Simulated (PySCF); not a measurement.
Species: C₃H₁₁P₃.
SMILES with atom numbers: `[CH3:1][P:2]([PH2:3])[CH2:4][CH2:5][PH2:6]` (hydrogens: H7, H8, H9 on C1; H10, H11 on P3; H12, H13 on C4; H14, H15 on C5; H16, H17 on P6)

The same species was optimised twice, with GFN2-xTB and with PBE0-D3(BJ)/def2-SVP (PySCF), and the same property calculations (PySCF, gas phase) were run on both structures.

```tsv
coordinate	GFN2-xTB	PBE0-D3(BJ)/def2-SVP	change
P2–P3 (Å)	2.177	2.237	+0.060
C5–P6 (Å)	1.861	1.864	+0.003
C1–P2 (Å)	1.854	1.856	+0.002
C4–C5 (Å)	1.521	1.522	+0.001
P2–C4 (Å)	1.871	1.870	-0.001
C4–C5–P6 (°)	113.8	116.7	+2.9
C1–P2–P3 (°)	97.5	96.8	-0.7
P2–C4–C5 (°)	111.5	112.1	+0.6
C1–P2–C4 (°)	99.0	99.6	+0.6
P3–P2–C4 (°)	96.3	96.4	+0.1
C1–P2–C4–C5 (°)	-75	-76	-1
P2–C4–C5–P6 (°)	-176	-177	-1
```

Rotational constants: A = 3672, B = 720.2, C = 650.7 MHz (GFN2-xTB) against A = 3623, B = 699.4, C = 633.0 MHz (PBE0-D3(BJ)/def2-SVP). Point groups within 0.08 Å: C1 and C1.

On the GFN2-xTB structure: lowest singlet, TDDFT (eV) 5.56 [CAM-B3LYP/def2-SVPD]; isotropic polarisability (au) 118.1 [CAM-B3LYP/def2-SVPD]; HOMO (eV) -7.59 [CAM-B3LYP/def2-SVPD]; LUMO (eV) 0.87 [CAM-B3LYP/def2-SVPD]; dipole (D) 0.75 [CAM-B3LYP/def2-SVPD]; HOMO (eV) -6.41 [PBE0/pcSseg-1]; LUMO (eV) 0.03 [PBE0/pcSseg-1]; dipole (D) 0.83 [PBE0/pcSseg-1]; GIAO shielding of C1 (ppm) 171.8 [PBE0/pcSseg-1]; GIAO shielding of P2 (ppm) 406.0 [PBE0/pcSseg-1]; GIAO shielding of P3 (ppm) 521.9 [PBE0/pcSseg-1]; GIAO shielding of C4 (ppm) 140.3 [PBE0/pcSseg-1]; GIAO shielding of C5 (ppm) 169.4 [PBE0/pcSseg-1]; GIAO shielding of P6 (ppm) 457.3 [PBE0/pcSseg-1].

**Question.** What do these properties become on the PBE0-D3(BJ)/def2-SVP structure?

**Answer.** 
| property | level | on GFN2-xTB | on PBE0-D3(BJ)/def2-SVP | change |
| --- | --- | --- | --- | --- |
| lowest singlet, TDDFT (eV) | CAM-B3LYP/def2-SVPD | 5.56 | 5.45 | -0.11 |
| isotropic polarisability (au) | CAM-B3LYP/def2-SVPD | 118.1 | 121.4 | +3.3 |
| HOMO (eV) | CAM-B3LYP/def2-SVPD | -7.59 | -7.63 | -0.04 |
| LUMO (eV) | CAM-B3LYP/def2-SVPD | 0.87 | 0.76 | -0.11 |
| dipole (D) | CAM-B3LYP/def2-SVPD | 0.75 | 0.72 | -0.03 |
| energy, GFN2-xTB geometry as zero (kcal/mol) | CAM-B3LYP/def2-SVPD | 0.0 | -2.4 | -2.4 |
| HOMO (eV) | PBE0/pcSseg-1 | -6.41 | -6.46 | -0.05 |
| LUMO (eV) | PBE0/pcSseg-1 | 0.03 | -0.15 | -0.18 |
| dipole (D) | PBE0/pcSseg-1 | 0.83 | 0.77 | -0.06 |
| energy, GFN2-xTB geometry as zero (kcal/mol) | PBE0/pcSseg-1 | 0.0 | -2.5 | -2.5 |
| GIAO shielding of C1 (ppm) | PBE0/pcSseg-1 | 171.8 | 170.7 | -1.1 |
| GIAO shielding of P2 (ppm) | PBE0/pcSseg-1 | 406.0 | 388.9 | -17.1 |
| GIAO shielding of P3 (ppm) | PBE0/pcSseg-1 | 521.9 | 493.5 | -28.4 |
| GIAO shielding of C4 (ppm) | PBE0/pcSseg-1 | 140.3 | 142.3 | +2.0 |
| GIAO shielding of C5 (ppm) | PBE0/pcSseg-1 | 169.4 | 167.8 | -1.6 |
| GIAO shielding of P6 (ppm) | PBE0/pcSseg-1 | 457.3 | 445.3 | -12.0 |

The heavy atoms differ by 0.034 Å rms after alignment. Among bonds between heavy atoms P2–P3 changes most (+0.060 Å). Changes are differences of the printed values. Neither structure is proved a minimum here.

The values belong to the conformer `[CH3:1][P:2]([PH2:3])[CH2:4][CH2:5][PH2:6]`: C1–P2–C4–C5 -76°, P2–C4–C5–P6 -177°, H–P3–P2–C1 175°, H–P3–P2–C1 83°, H–P6–C5–C4 47°, H–P6–C5–C4 -47°.
